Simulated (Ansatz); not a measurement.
`CN=C=C=O`. Charge 0, multiplicity 1.

```xyz
8

C    -1.329   -0.207    0.251
N    -0.132   -0.329   -0.545
C     0.922    0.183   -0.102
C     2.204    0.310   -0.478
O     3.315    0.636   -0.405
H    -1.703   -1.215    0.451
H    -2.090    0.286   -0.361
H    -1.187    0.337    1.189
```

**Question.** Give the diagnostics of a CCSD(T)/def2-TZVPP run (frozen core, the Gaussian-basis code of Ansatz). (Best estimate.)

**Answer.** Computed: T1 = 0.0176, largest single amplitude 0.031, largest double 0.087, (T) share of the correlation energy 5.1 %, 12 CCSD cycles. The RHF solution is unstable towards an unrestricted one. T1 lies under the customary mark of 0.02 for closed shells.
